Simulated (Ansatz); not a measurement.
`COC#CN` + H₂O → `NC#CO` + CH₃OH at 298.15 K and 1 bar (formal hydrolysis of a C–O bond).

Isolated molecules relaxed with PBE0-D4/def2-TZVP in Ansatz; ΔE leaves out vibrations. CCSD(T)/CBS is the MP2 limit (def2-TZVPP, def2-QZVPP) plus CCSD(T) − MP2 in def2-TZVPP, frozen cores. This one scheme is used for every species. One conformer a species, not always the lowest.

| species | CCSD(T)/CBS energy (Eh) | H − E (kJ/mol) | S (J/(mol·K)) |
| --- | --- | --- | --- |
| `COC#CN` | -246.92561 | 225.7 | 321.7 |
| H₂O | -76.37941 | 66.4 | 188.7 |
| `NC#CO` | -207.68085 | 147.6 | 283.4 |
| CH₃OH | -115.61712 | 146.3 | 238.2 |

H − E and S are ideal-gas, rigid-rotor, harmonic terms from PBE0-D4/def2-TZVP, for one conformer and one mirror image of each species. 1 Eh = 2625.50 kJ/mol, R = 8.31446 J/(mol·K).

Task: By hand: ΔE, ΔH, ΔS and ΔG.

Result: ΔE = (-207.68085) + (-115.61712) − (-246.92561) − (-76.37941) = 0.00705 Eh = 18.5 kJ/mol. Δ(H − E) = 147.6 + 146.3 − 225.7 − 66.4 = 1.8, so ΔH = 20.3 kJ/mol. ΔS = 283.4 + 238.2 − 321.7 − 188.7 = 11.2 J/(mol·K). ΔG = 20.3 − 298.15 × (11.2)/1000 = 17.0 kJ/mol.

Task: By hand: the equilibrium constant, and the temperature at which ΔG would vanish if ΔH and ΔS stayed fixed.

Result: log₁₀ K = −ΔG/(RT ln 10) = -3.0. ΔG = 0 at ΔH/ΔS = 1813 K, though so small a ΔS makes that figure unsure.

The number of gas molecules stays the same, so ΔS is small and ΔH decides. A doubt of 5 kJ/mol in ΔE shifts log₁₀ K by 0.9 here. Other conformers and mirror images would add mixing entropy, several J/(mol·K) or more a flexible species. These are equilibria of isolated gas molecules and say nothing of rates. Largest T1 diagnostic: 0.013 (customary marks: 0.02 for closed shells, 0.045 for open ones).
